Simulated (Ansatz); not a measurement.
A made-up structure of AlBSiH5, doublet:

```xyz
8
angstrom
B 0.1846 0.7704 0.3478
Al -1.3589 0.9489 -1.0881
Si 1.1232 -1.3776 0.7721
H -1.0796 1.2161 -2.5581
H -2.8292 0.8010 -0.7318
H 0.6193 1.6436 0.9570
H 2.2118 -1.6772 1.7406
H 0.7110 -2.6350 0.0920
```

It is relaxed with PBE-D4/def2-SVP and then PBE0-D4/def2-TZVP (Ansatz 0.2.0). Atoms count as bonded within 1.22 times the sum of their covalent radii (H–H: 0.88 Å). The end point is not checked to be a true minimum.

Q: Does its bonding change? (A judgement: the text doesn't fix the answer.)

A: Computed: Yes. Formed: B1–Si3; broken: none.

Where it ends: The first stage lowers the energy by 1.09 eV in 6 steps. It ends as AlBSiH₅ ([AlH2][BH][SiH2]):
```
8
angstrom
B 0.2416 0.5404 0.3523
Al -1.2909 0.8479 -1.0459
Si 1.0165 -1.1713 0.7114
H -0.9697 1.1856 -2.5710
H -2.8276 0.7474 -0.6313
H 0.7040 1.4422 0.9958
H 2.1026 -1.4710 1.6821
H 0.6057 -2.4309 0.0381
```

Labels in which every atom is bracketed show which atoms are joined, not bond orders.

For scale, one of the runs: PBE0-D4/def2-TZVP relaxation, 135 basis functions, launched by `ansatz run in.yaml --threads 2 --pin off --events-out ev --progress --plain --max-ram 4352MiB`. Hardware: 2 CPU threads of an Arm Neoverse V2, shared host. Wall time about 18 s.
